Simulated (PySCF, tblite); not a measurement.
# C3H7O2S radical: geometry, infrared bands and EPR parameters

What infrared bands and EPR parameters should C3H7O2S radical (`[CH2]CS(C)(=O)=O`) show?

Programs: tblite 0.8.0 and PySCF 2.14.0, with density-fitted response routines of our own. Each step states its level of theory. These are calculated values for one molecule in the gas phase, unless marked as measured. Atoms are numbered from 0 throughout.

## Step 1: The starting structure

13 atoms, charge 0, multiplicity 2; geometry from: force field or distance geometry start.

Bonds of the start (Å): C0–C1 1.51, C1–S2 1.80, S2–C3 1.75, S2–O4 1.50, S2–O5 1.49, C0–H6 1.12, C0–H7 1.10, C1–H8 1.11, C1–H9 1.10, C3–H10 1.11, C3–H11 1.11, C3–H12 1.12.

## Step 2: Relaxing the molecule with GFN2-xTB

Job settings and geometry (Å):

```
{"job": {"kind": "relax", "xc": "GFN2-xTB", "basis": "xTB"}, "charge": 0, "multiplicity": 2}
C     -1.432500     0.416400     0.926300
C     -1.032800     0.203500    -0.518400
S      0.483800    -0.764700    -0.546400
C      1.673500     0.188700     0.311800
O      0.924700    -0.895800    -1.978500
O      0.168900    -2.093000     0.057400
H     -2.102300     1.314400     0.936400
H     -1.909600    -0.450100     1.405800
H     -0.771300     1.190200    -0.949400
H     -1.794400    -0.318200    -1.119400
H      2.456100     0.463000    -0.427400
H      1.203700     1.111500     0.709000
H      2.127600    -0.365500     1.175300
```

Launch:

```bash
OMP_NUM_THREADS=1 python probes_run.py task.json out
```

One launch serves the whole session: the jobs run in the order shown.

**Question.** This job is followed by: GFN2-xTB harmonic vibrations, gas phase; UKS B3LYP, pcH-1 on C H O S, non-relativistic, mean-field spin-orbit, GIAO. What will the session give for the following? strongest single infrared mode (GFN2-xTB); zero-point energy (GFN2-xTB); g(iso) (B3LYP); ⟨S²⟩; largest a(iso) (averaged by class); surface potential, 1st and 99th percentile.

**Answer**, as computed:

```
                                 quantity                  value
strongest single infrared mode (GFN2-xTB)  1243 cm⁻¹, 442 km/mol
             zero-point energy (GFN2-xTB)          59.6 kcal/mol
                           g(iso) (B3LYP)                2.00304
                                     ⟨S²⟩     0.757 (exact 0.75)
       largest a(iso) (averaged by class)   33S on S2, 111.2 MHz
    surface potential, 1st and 99th percentile     -1.73 V and 1.62 V
```

In words: Over 50 steps the energy fell by 0.934 eV; of the close pairs, C1–S2 changed most, 1.800 to 1.956 Å. The lowest mode is imaginary (121i cm⁻¹), so the xTB geometry is not a minimum. The strongest single mode, at 1243 cm⁻¹, is spread over several atoms, S2, O5, O4 among them. Unscaled tight-binding wavenumbers are off by several per cent, some by more. Its intensities can rank the bands wrongly. C0 carries the largest spin population, 0.95 e. The isotropic g lies 0.7 ppt above the free-electron value.
